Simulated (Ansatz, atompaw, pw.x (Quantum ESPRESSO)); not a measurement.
# iridium (diamond): variants of one PAW (atompaw) potential in the solid

```json
{"Element": "iridium (Ir)", "Generator": "atompaw 4.2.0.5", "Type": "PAW", "Functional": "PBEsol", "Relativity": "scalar-relativistic", "Frozen core": "[Kr] 4d10 4f14 5s2", "Valence charge": "15", "Reference configuration": "5p6 5d7 6s1 6p1", "Partial waves": "6s (bound): rc 2.55 bohr; 6s channel at 0.05 Ry: rc 2.55 bohr; 5p (bound): rc 1.80 bohr; 6p (bound): rc 2.55 bohr; 5d (bound): rc 2.55 bohr; 5d channel at 0.1 Ry: rc 2.55 bohr", "Local potential": "bessel scheme, radius 2.30 bohr", "Core correction": "smooth core density matched at 1.30 bohr", "Augmentation charge": "besselshape compensation charge, radius 1.90 bohr; PAW radius 2.55 bohr; waves and projectors: custom rrkj gramschmidtortho"}
```

Crystal test: diamond Ir in pw.x 7.5, no spin, 8³ k-points, Fermi–Dirac smearing 0.01 Ry, cutoffs set for each file from its atomic test. The reference is all-electron LAPW (Ansatz 0.2.0) with the same functional, mesh and smearing; V0 and B0 come from Birch–Murnaghan fits to the pressures at five volumes. Errors are pseudo minus all-electron; Δ is the rms difference of the E(V) curves that follow from these fits, minima aligned, over ±6 % about the mean V0. Mesh and smearing are coarse, so the numbers serve the comparison and aren't converged zero-temperature values; the lattice is a test structure that the element need not adopt.

All-electron: a0 = 5.508 Å (V0 = 20.89 Å³/atom), B0 = 204.5 GPa.

Base: The largest radius (2.55 bohr) exceeds half the bond length (2.25 bohr), so the spheres overlap, which is one possible source of error among others. This is a poor potential for the solid.

2 further variants are left out: they gave no file fit for a test, a broken result, the same result as the base, or pressures whose basis-set error rivals the error shown.

```csv
change,cutoffs (Ry),pw.x,a0 (Å),a0 error (%),B0 error (%),Δ (meV/atom),mean pressure error (GPa)
base,55/550,converged,5.561,+0.96,-0.8,27.2,+6.33
wave 6s channel at 0.05 Ry: rc 2.55 bohr becomes 6s channel at 7.18 Ry: rc 2.55 bohr,55/550,converged,5.558,+0.90,-0.7,25.7,+5.97
core correction smooth core density matched at 1.96 bohr,55/550,converged,5.561,+0.96,-1.0,27.4,+6.37
```

Q: Give the row for: augmentation besselshape compensation charge, radius 1.90 bohr; PAW radius 2.55 bohr; waves and projectors: custom rrkj vanderbiltortho.

A: pw.x: converged; mean pressure error (GPa): +6.32; a0 (Å): 5.561; a0 error (%): +0.96; B0 error (%): -1.3; Δ (meV/atom): 27.2.
